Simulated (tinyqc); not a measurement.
Worked calculation: UKS/PBE0 in the sto-3g basis, for LiH+, spin multiplicity 2. One step of it, computed by the program tinyqc.

Question. Orthogonalisation. S = U s U^T; symmetric (Loewdin) form X = U s^(-1/2) U^T, so that X^T S X = 1.

overlap S, order 1Li 1s, 1Li 2s, 1Li 2px, 1Li 2py, 1Li 2pz, 2H 1s:
```
[[1.000000, 0.241137, 0.000000, 0.000000, 0.000000, 0.002033],
 [0.241137, 1.000000, 0.000000, 0.000000, 0.000000, 0.125043],
 [0.000000, 0.000000, 1.000000, 0.000000, 0.000000, 0.000000],
 [0.000000, 0.000000, 0.000000, 1.000000, 0.000000, 0.000000],
 [0.000000, 0.000000, 0.000000, 0.000000, 1.000000, 0.194585],
 [0.002033, 0.125043, 0.000000, 0.000000, 0.194585, 1.000000]]
```

Give: eigenvalues of S; X.

Answer.

eigenvalues of S: [0.708, 0.839, 1.000, 1.000, 1.159, 1.294]

X, order 1Li 1s, 1Li 2s, 1Li 2px, 1Li 2py, 1Li 2pz, 2H 1s:
```
[[1.023, -0.126, 0.000, 0.000, -0.002, 0.011],
 [-0.126, 1.029, 0.000, 0.000, 0.010, -0.067],
 [0.000, 0.000, 1.000, 0.000, 0.000, 0.000],
 [0.000, 0.000, 0.000, 1.000, 0.000, 0.000],
 [-0.002, 0.010, 0.000, 0.000, 1.015, -0.101],
 [0.011, -0.067, 0.000, 0.000, -0.101, 1.021]]
```
